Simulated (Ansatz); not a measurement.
# BH3S: the cost of one run

Computed with Ansatz 0.2.0, Gaussian basis. Level: PBE0-D4/def2-TZVP structures, single points in def2-TZVPP, no counterpoise correction.

Levels: SPW92, PBE-D4, BLYP-D4, r2SCAN-D4, B97M-V, PBE0-D4, B3LYP-D4, r2SCAN0-D4, BHLYP-D4, CAM-B3LYP-D4, wB97X-V, wB97M-V, B2PLYP, PBE-QIDH, RPA on PBE, Hartree-Fock, MP2, CCSD, CCSD(T).

Correlated methods freeze the cores. B3LYP uses VWN-RPA correlation. B2PLYP carries no dispersion term here.

94 further runs of the same task are left out: 94 set aside as unsound or not needed.

### 1 The starting structure

The complex: 10 atoms, charge 0, spin multiplicity 1.

Atoms are counted from 1 here; the program's logs count them from 0.

Bond lengths: B1–S2 1.766 Å, B1–H3 1.190 Å, B1–H4 1.192 Å, S2–H7 1.344 Å, H5–C6 1.090 Å, C6–H8 1.090 Å, C6–H9 1.090 Å, C6–H10 1.090 Å. Angles: S2–B1–H3 121.5°, S2–B1–H4 115.8°, H3–B1–H4 122.7°, B1–S2–H7 99.2°, H5–C6–H8 109.5°, H5–C6–H9 109.6°, H5–C6–H10 109.5°, H8–C6–H9 109.4°, H8–C6–H10 109.5°, H9–C6–H10 109.4°.

Geometry (Å):

```xyz
10
charge 0, multiplicity 1
B    -0.73087   -0.21756   -1.55328
S    -1.07877    1.50973   -1.66698
H     0.32641   -0.66084   -1.87298
H    -1.61973   -0.90028   -1.14832
H     0.10836    0.63780    1.61825
C     0.59974   -0.33288    1.67679
H     0.10404    1.93648   -2.14265
H    -0.10876   -1.11552    1.40476
H     0.95304   -0.50293    2.69362
H     1.44652   -0.35411    0.99088
```

Its parts: BH₃S holds atoms 1, 2, 3, 4, 7; CH₄ holds atoms 5, 6, 8, 9, 10. Each part counts its atoms afresh in its own runs.

### 2 Relaxing BH₃S alone

File relax-a/in.yaml:

```yaml
crystal:
  periodic: [false, false, false]
  atoms:
    - {symbol: B, position_ang: [-0.730868, -0.217556, -1.553283]}
    - {symbol: S, position_ang: [-1.078766, 1.509731, -1.666976]}
    - {symbol: H, position_ang: [0.326413, -0.660836, -1.872980]}
    - {symbol: H, position_ang: [-1.619733, -0.900283, -1.148318]}
    - {symbol: H, position_ang: [0.104044, 1.936479, -2.142650]}
basis:
  gaussian: {orbitals: def2-TZVP}
hamiltonian: {xc: pbe0, dispersion: d4}
relax: {f_tol: 0.005, max_steps: 200}
```

The run is started by

```console
$ ansatz run in.yaml --threads 2 --pin off --events-out ev --progress --plain --max-ram 4352MiB
```

**Question.** How long does this run take on 2 threads of Intel Xeon Platinum 8259CL at 2.50GHz, shared host?

About 3.3 s.
